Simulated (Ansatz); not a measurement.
Geometry optimisation, RKS PBE/def2-SVP in Ansatz.

The input (input.yaml):

```yaml
crystal:
  periodic: [false, false, false]
  atoms:
    - { symbol: Al, position_ang: [0.0, 0.0, 0.0] }
    - { symbol: H, position_ang: [0.0, 0.0, 1.91] }
    - { symbol: H, position_ang: [1.351, 0.0, -0.78] }
    - { symbol: H, position_ang: [-1.351, 0.0, -0.78] }
    - { symbol: P, position_ang: [0.1078, -2.446, 0.8135] }
    - { symbol: H, position_ang: [-0.6605, -3.268, -0.0528] }
    - { symbol: H, position_ang: [1.4574, -2.8876, 0.8103] }
    - { symbol: H, position_ang: [0.043, -0.9763, 1.965] }
basis:
  gaussian: { orbitals: def2-SVP }
hamiltonian:
  xc: pbe
relax:
  f_tol: 0.15
  max_steps: 25
  restrain:
    - { distance: [0, 4], at: 2.28, k: 30.0 }
    - { distance: [7, 1], at: 0.66, k: 30.0 }
    - { distance: [0, 1], at: 2.76, k: 30.0 }
    - { distance: [7, 4], at: 2.62, k: 30.0 }
```

Run as:

```bash
$ ansatz run input.yaml --threads 1 --pin off --max-ram 2048MiB --backend cpu --events-out ev --progress --plain --runs-dir out
```

Where does it end, and by what steps?

The forces met the threshold. The restraints hold the end off the free minimum; the threshold counts their pulls, which the force column leaves out. Restrained pairs: Al1–P5 (2.58 → 2.30 Å), H2–H8 (0.98 → 0.73 Å), Al1–H2 (1.91 → 2.76 Å), P5–H8 (1.87 → 2.63 Å). After 7 steps the energy has fallen by 1.596 eV (the restraints' own energy left out); Al1 moved furthest, 0.70 Å.

```tsv
step	energy less start (eV)	largest force component (eV/Å)	accepted
0	0.0000	2.319	yes
1	-0.1183	2.983	yes
2	-0.4517	3.509	yes
3	-1.0033	3.437	yes
4	-1.4669	2.536	yes
5	-1.6045	0.986	no
6	-1.5868	1.526	yes
7	-1.5959	1.817	yes
```

```xyz
8
Properties=species:S:1:pos:R:3
Al 0.031 -0.636 -0.293
H 0.124 0.301 2.297
H 1.379 0.203 -0.523
H -1.383 -0.031 -0.737
P 0.009 -2.654 0.807
H -0.564 -3.360 -0.312
H 1.370 -3.003 0.487
H -0.018 -0.399 2.161
```

Time of the run: 11 s on 1 thread of Arm Neoverse V2, with other jobs on the host, peak memory 0.11 GiB.
